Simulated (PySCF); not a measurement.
Molecular orbitals of PN

M06-2X at R = 1.482 Å; basis P def2-TZVPP, N def2-TZVPP; no relativity; PySCF 2.14. State: ¹Σ⁺ (singlet), closed shell. Only the outer orbitals are listed, counted within each symmetry.

```csv
orbital,occ.,ε (eV),on P (%),main shells (%)
5σ,2,-25.94,36,"58 N s, 25 P s, 9 P p"
6σ,2,-15.32,71,"60 P s, 20 N s, 10 P p"
7σ,2,-10.68,36,"53 N p, 26 P p, 11 N s"
2π,2,-10.65,47,"53 N p, 43 P p"
2π,2,-10.65,47,"53 N p, 43 P p"
3π,0,-1.27,67,"58 P p, 33 N p, 9 P d"
3π,0,-1.27,67,"58 P p, 33 N p, 9 P d"
```

Q: Which are the highest filled and the lowest empty level, where do they sit, and how wide is the gap?

A: Highest filled 2π at -10.65 eV (in %: 53 N p, 43 P p); lowest empty 3π at -1.27 eV (in %: 58 P p, 33 N p, 9 P d); the gap at M06-2X is 9.38 eV.

The bond order (Mayer) is 2.86 and the ⟨S²⟩ is 0.000. The charge on P (Mulliken, basis-dependent) is 0.27, the charge on P (Löwdin, basis-dependent) is 0.38 and the dipole moment (positive dipole means P(−)N(+)) is -3.02 D.
